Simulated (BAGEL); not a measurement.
# BH2 (boron dihydride): ROHF/6-31G(d) (density fitting with qzvpp-jkfit, spherical functions)

What is the vertical doublet–quartet gap of BH2 (boron dihydride) at ROHF/6-31G* (density fitting with qzvpp-jkfit, spherical functions)? 

The calculation is run with BAGEL 1.2.2.

12 further runs of the same task are left out: 12 set aside as unsound or not needed.

**1. The structure to begin with**

The species is BH2 (3 atoms), meant as a doublet with charge 0. As SMILES, `[BH2]`. The shape is that of a GFN2-xTB optimisation.

Bond lengths: B1–H2 1.159 Å, B1–H3 1.159 Å. Angles: H2–B1–H3 128.4°.

**2. A single-point energy at ROHF/6-31G(d) (density fitting with qzvpp-jkfit, spherical functions)**

File input.json:

```json
{ "bagel": [

{
  "title": "molecule",
  "basis": "6-31gs.json",
  "df_basis": "qzvpp-jkfit",
  "angstrom": "true",
  "geometry": [
    { "atom": "B", "xyz": [       0.262840,      -0.166230,       0.128640 ] },
    { "atom": "H", "xyz": [       0.280020,       0.985320,       0.260980 ] },
    { "atom": "H", "xyz": [      -0.542860,      -0.819090,      -0.389630 ] }
  ]
},

{ "title": "rohf", "nopen": 1 },

{ "title": "print", "file": "orbitals.molden", "orbitals": "true" }

]}
```

The basis set 6-31G* is read from a file made from the Basis Set Exchange's data (not shown).

On the command line:

```bash
$ BAGEL_NUM_THREADS=1 BAGEL input.json > input.out
```

Output:

```text
* using 1 threads per process

  ===============================================================
  ===============================================================

  *** Geometry ***

  { "atom" : "B", "xyz" : [      0.496696,     -0.314129,      0.243094 ] },
  { "atom" : "H", "xyz" : [      0.529161,      1.861985,      0.493181 ] },
  { "atom" : "H", "xyz" : [     -1.025857,     -1.547856,     -0.736294 ] },

  Number of auxiliary basis functions:      111

  Since a DF basis is specified, we compute 2- and 3-index integrals:
    o Being stored without compression. Storage requirement is 0.000 GB

  Number of basis functions:       18
  Number of electrons      :        7

    * METHOD: MOLECULE                             0.01

  *** Open-shell HF ***

  === Nuclear Repulsion ===
     4.8182438468

      * DIIS with orbital gradients will be used.

  === ROHF iteration (6-31gs.json) ===
      0        -25.72356206          0.04067026           0.00
      1        -25.74355356          0.01430472           0.00
      2        -25.74665731          0.00612026           0.00
      3        -25.74738385          0.00099561           0.00
      4        -25.74748081          0.00012203           0.00
      5        -25.74749517          0.00003016           0.00
      6        -25.74749746          0.00000685           0.00
      7        -25.74749753          0.00000124           0.00
      8        -25.74749761          0.00000018           0.00
      9        -25.74749763          0.00000005           0.00
     10        -25.74749763          0.00000001           0.00
    * SCF iteration converged.

    * S^2 (ROHF) is 0.7500

    * Permanent dipole moment:
           (    0.083414,    -0.052784,     0.040823) a.u.

    * METHOD: ROHF                                 0.03

    * METHOD: PRINT                                0.00

  ===============================================================
```

Wall time 0.26 s (1 thread of Intel Xeon Platinum 8488C (Sapphire Rapids), shared host).

**3. The quartet at the same level**

File calc.json:

```json
{ "bagel": [

{
  "title": "molecule",
  "basis": "6-31gs.json",
  "df_basis": "qzvpp-jkfit",
  "angstrom": "true",
  "geometry": [
    { "atom": "B", "xyz": [    0.262840,   -0.166230,    0.128640 ] },
    { "atom": "H", "xyz": [    0.280020,    0.985320,    0.260980 ] },
    { "atom": "H", "xyz": [   -0.542860,   -0.819090,   -0.389630 ] }
  ]
},
{
  "title": "rohf",
  "charge": 0,
  "nopen": 3
},
{
  "title": "print",
  "file": "orbitals.molden",
  "orbitals": "true"
}

]}
```

The basis set 6-31G* is read from a file made from the Basis Set Exchange's data (not shown).

On the command line:

```bash
$ BAGEL_NUM_THREADS=1 BAGEL calc.json > calc.out
```

Output:

```text
* using 1 threads per process

  ===============================================================
  ===============================================================

  *** Geometry ***

  { "atom" : "B", "xyz" : [      0.496696,     -0.314129,      0.243094 ] },
  { "atom" : "H", "xyz" : [      0.529161,      1.861985,      0.493181 ] },
  { "atom" : "H", "xyz" : [     -1.025857,     -1.547856,     -0.736294 ] },

  Number of auxiliary basis functions:      111

  Since a DF basis is specified, we compute 2- and 3-index integrals:
    o Being stored without compression. Storage requirement is 0.000 GB

  Number of basis functions:       18
  Number of electrons      :        7

    * METHOD: MOLECULE                             0.01

  *** Open-shell HF ***

  === Nuclear Repulsion ===
     4.8182438468

      * DIIS with orbital gradients will be used.

  === ROHF iteration (6-31gs.json) ===
      0        -25.51060308          0.04665783           0.00
      1        -25.53816505          0.01454836           0.00
      2        -25.54188466          0.00662240           0.00
      3        -25.54288629          0.00135422           0.00
      4        -25.54290755          0.00022802           0.00
      5        -25.54290538          0.00003848           0.00
      6        -25.54290817          0.00001065           0.00
      7        -25.54290878          0.00000285           0.00
      8        -25.54290891          0.00000228           0.00
      9        -25.54290892          0.00000226           0.00
     10        -25.54290892          0.00000229           0.00
     11        -25.54290892          0.00000224           0.00
     12        -25.54290892          0.00000206           0.00
     13        -25.54290892          0.00000169           0.00
     14        -25.54290892          0.00000088           0.00
     15        -25.54290892          0.00000070           0.00
     16        -25.54290892          0.00000014           0.00
     17        -25.54290892          0.00000008           0.00
     18        -25.54290892          0.00000005           0.00
     19        -25.54290892          0.00000002           0.00
     20        -25.54290892          0.00000001           0.00
     21        -25.54290892          0.00000000           0.00
    * SCF iteration converged.

    * S^2 (ROHF) is 3.7500

    * Permanent dipole moment:
           (    0.408779,    -0.259675,     0.199949) a.u.

    * METHOD: ROHF                                 0.03

    * METHOD: PRINT                                0.00

  ===============================================================
```

Run time: 0.24 s. Hardware: 1 thread of Intel Xeon Platinum 8488C (Sapphire Rapids), shared host.

**4. Outcome**

At ROHF/6-31G* (density fitting with qzvpp-jkfit, spherical functions):

| quantity | value |
| --- | --- |
| doublet: total energy | -25.74750 Eh |
| doublet: dipole moment | 0.27 D |
| doublet: ⟨S²⟩ | 0.750 |
| quartet: total energy | -25.54291 Eh |
| quartet: dipole moment | 1.33 D |
| quartet: ⟨S²⟩ | 3.750 |
| vertical energy of the quartet above the doublet | 5.567 eV |

At this shape the quartet lies 5.57 eV (537 kJ/mol) above the doublet.
